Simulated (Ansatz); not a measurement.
Ge–PH$_{2}$⁺, triplet: the ladder up to RCCSDTQ

Geometry: that of the Ge–PH2, doublet, kept fixed. The singlet lies 1.4 eV lower here.

```xyz
4

Ge    0.0000    0.0000    0.7020
P     0.0000    0.0000   -1.4925
H     0.0000    1.1073   -2.3623
H     0.0000   -1.1073   -2.3623
```

Basis cc-pVDZ; Ansatz 0.2.0. Only valence electrons are correlated (noble-gas cores and the filled d shells of p-block atoms frozen), which leaves 10 electrons in 36 orbitals. R marks a restricted (for open shells ROHF) determinant, U an unrestricted one. Active spaces: valence = (10e, 10o) chosen from the atoms' valence shells. No spin–orbit coupling is included, and no scalar relativity.

Full CI isn't at hand for all of this; RCCSDTQ serves as the reference, and is uncertain by about the last step of the cluster series. The frozen core follows each run's orbitals, which can shift R against U totals by a few meV for light atoms and by up to 0.1 eV past Ca.

For open shells CISD is restricted-active-space CI with the open shells as a complete middle space.

```
UHF ⟨S²⟩                          : 2.031
T1 diagnostic (RCCSD)             : 0.0199
largest doubles amplitude (RCCSD) : 0.062
```

```csv
level,E − E(RHF) (eV)
RMP2,-4.3096
RCCSD,-5.2988
RCCSD(T),-5.4508
```

Task: Estimate how far RCCSDTQ in cc-pVDZ lies from RCCSD(T). The table doesn't fix it; the size of (T) and the diagnostics are the guide.

Result: RCCSDTQ in cc-pVDZ lies 3.9 kJ/mol below RCCSD(T), which is 27 % of the (T) step (-14.7 kJ/mol). The diagnostics give no warning, yet the rest is a sizeable part of (T).

The other levels:

```
                   level  E − E(RCCSDTQ) (kJ/mol)  share of correlation (%)    wall time
                    CISD                     55.5                     89.52        4.3 s
                 BCCD(T)                      3.9                     99.27        8.5 s
                  RCCSDT                      0.8                     99.85            –
               RCCSDT(Q)                      0.1                     99.98         20 s
  CASSCF (valence space)                    352.1                     33.55            –
  NEVPT2 (valence space)                     87.8                     83.43         10 s
  MRCISD (valence space)                     25.1                     95.26            –
MRCISD+Q (valence space)                      1.9                     99.63  15 s (H100)
```

The correlation energy at RCCSDTQ, counted from RHF, is -5.491 eV. That run took 33 s on 2 threads of AMD EPYC 7R13 with a shared H100 80 GB, shared host.

Run but not shown, since their state or frozen core can't be matched to the reference's or they repeat it: UHF, UMP2, UCCSD, UCCSD(T), UCCSDT, UCCSDT(Q).

Times hold each run's SCF and search for its determinant on a shared host, so for small cases they say little of a method's own cost; rows without a card ran on 1 thread of AMD EPYC 7R13.

Natural occupations of CASSCF (valence space) about the gap: 1.987 1.979 1.972 1.934 0.999 0.999 0.046 0.038 0.026 0.020; effectively unpaired electrons, Σ n²(2−n)², 2.04.
